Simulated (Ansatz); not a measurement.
A nudged elastic band was laid between two geometries of CH₂NO (5 atoms, charge -1, multiplicity 1).

Level of theory: Ansatz 0.2.0, RKS CAM-B3LYP/6-31G*.

```
movable images  : 5
climbing image  : yes
spring          : 5.0 eV/Å²
optimiser       : quadratic models (default)
start path      : through a guess of the saddle point
force threshold : 0.05 eV/Å
iteration limit : 60
end points      : relaxed
```

Image 0:

```xyz
5
Properties=species:S:1:pos:R:3
N -0.432 0.100 -0.439
C 0.946 -0.340 -0.063
O 0.911 -0.931 1.033
H -0.402 0.992 -0.933
H -1.023 0.178 0.402
```

Image 6:

```xyz
5
Properties=species:S:1:pos:R:3
N -0.957 0.267 -0.143
C 0.340 0.047 -0.145
O 1.078 -0.630 0.618
H 0.845 0.578 -1.003
H -1.305 -0.261 0.673
```

Q: Which bonds break or form, and what moves?

A: Bonds broken: N1–H4. Bonds formed: C2–H4.

Q: Give the energies along the band, and the barrier.

A: The run converged. The highest image is number 3 of 0 to 6, 154.9 kJ/mol above the first end and 325.9 kJ/mol above the last; the last end lies 171.0 kJ/mol below the first. Neighbouring images differ by up to 1.6 eV, so the band resolves the path poorly. A vibrational analysis at the climbing image gives one clearly imaginary mode, 1836i cm⁻¹: a first-order saddle point. The orbitals stay closed-shell, which can raise the energy where a bond breaks towards radicals; this wasn't checked here. Limits of this set-up: an anion without diffuse functions.

```csv
image,path coordinate (Å),energy (kJ/mol),N1–H4 (Å),C2–H4 (Å)
0,0.00,0.0,1.02,2.08
1,0.33,13.9,1.02,1.90
2,0.65,77.6,1.07,1.58
3,0.98,154.9,1.27,1.32
4,1.34,39.4,1.56,1.16
5,1.69,-117.7,1.83,1.12
6,2.05,-171.0,2.02,1.13
```

Q: What is the geometry of the highest image?

A: 
```xyz
5
Properties=species:S:1:pos:R:3
N -0.719 0.074 -0.404
C 0.627 -0.270 -0.220
O 1.045 -0.707 0.871
H 0.218 0.839 -0.798
H -1.171 0.064 0.550
```

The run took 100 s on 1 thread of Intel(R) Xeon(R) Processor @ 2.50GHz (Skylake/Cascade Lake), with other jobs on the host, peak memory 0.11 GiB.
